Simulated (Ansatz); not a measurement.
## Ansatz (development build ahead of 0.2.0) run

```yaml
crystal:
  periodic: [false, false, false]
  atoms:
    - { symbol: "N", position_ang: [0.0, 0.55, 4.3] }
    - { symbol: "N", position_ang: [0.0, -0.55, 4.3] }
    - { symbol: F, position_ang: [0.71, 0.0, 0.0] }
    - { symbol: F, position_ang: [-0.71, 0.0, 0.0] }
basis:
  gaussian: { orbitals: "6-31G" }
hamiltonian:
  xc: hf
```

The input is written out in the form of the current development build from the run's settings.

Results

```json
{"Converged": "yes", "Total energy": "-307.51368 hartree", "Spin squared of the determinant": "0.000"}
```
